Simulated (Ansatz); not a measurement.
Two isomers of C5H10O2: A = `CC1CCOCO1`, B = `COC1CCCO1`.

Program: Ansatz. Geometries: PBE0-D4/def2-TZVP. ΔE: electronic, gas phase. CCSD(T)/CBS is the MP2 limit (def2-TZVPP, def2-QZVPP) plus CCSD(T) − MP2 in def2-TZVPP, frozen cores. Functionals use def2-TZVPP. Each species was taken in one conformer, which may not be the lowest.

(1) Which isomer does CCSD(T)/CBS put lower? Give the gap. (Estimate.)

(2) Give E(B) − E(A) in kcal/mol with CCSD/def2-TZVPP, PBE-D4, ωB97M-V, r2SCAN-D4, B2PLYP, CCSD(T)/def2-TZVPP, HF/def2-TZVPP. (Estimate.)

Largest T1 diagnostic: 0.011.

Results:

(1) The calculation gave: A, by 3.7 kcal/mol.

(2) Computed: CCSD/def2-TZVPP 3.3, PBE-D4 3.2, ωB97M-V 3.2, r2SCAN-D4 3.7, B2PLYP 3.1, CCSD(T)/def2-TZVPP 3.4, HF/def2-TZVPP 2.8. None reverses the order clearly.
